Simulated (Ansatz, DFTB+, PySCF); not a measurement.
**How well does each level of theory give the lattice parameter a of diamond-structure Si?**

Reference value: 5.421 Å (measured, static lattice: zero-point anharmonic expansion removed; as tabulated in Mejia-Rodriguez and Trickey (2018), arXiv:1807.09216).

| level (code) | value (Å) |
|---|---|
| DFTB Si–O set cp2k-nonscc-sid (DFTB+) | 5.392 |
| LDA (Ansatz) | 5.402 |
| PBE (Ansatz) | ___ |
| PBE-D3(BJ) (Ansatz) | 5.421 |
| r²SCAN-D4 (Ansatz) | ___ |
| MP2 (PySCF) | 5.389 ± 0.02 |

**Question.** Some entries are withheld; supply them.

**Answer.** 
- PBE (Ansatz, a quantum-chemistry and plane-wave program), value (Å): 5.470
- r²SCAN-D4 (Ansatz), value (Å): 5.429

Errors against the reference: DFTB Si–O set cp2k-nonscc-sid -0.53 %, LDA -0.35 %, PBE +0.90 %, PBE-D3(BJ) 0.00 %, r²SCAN-D4 +0.15 %, MP2 -0.59 %.

Leaving aside DFTB Si–O set cp2k-nonscc-sid (files made for compounds): Once the reference is moved by up to 0.11 % (a margin picked here for doubts on the reference and the settings) and values within 0.10 % count as equal, the nearest can be PBE-D3(BJ) (0.00 %) or r²SCAN-D4 (+0.15 %). By the same margin the farthest can be PBE (+0.90 %) or MP2 (-0.59 %). Within 2 %: LDA, PBE, PBE-D3(BJ), r²SCAN-D4, MP2.

A ± on a computed value is a rough bar: the spread of its extrapolation, a floor set from checks against published values, or a statistical error. DFTB Si–O set cp2k-nonscc-sid: this tight-binding set is not self-consistent in the charges. Cutoffs differ between the levels. Ansatz's density-functional and Hartree–Fock values are scalar-relativistic unless marked +SOC, with PAW data made under PBE.

Differences are worked out from the printed values.
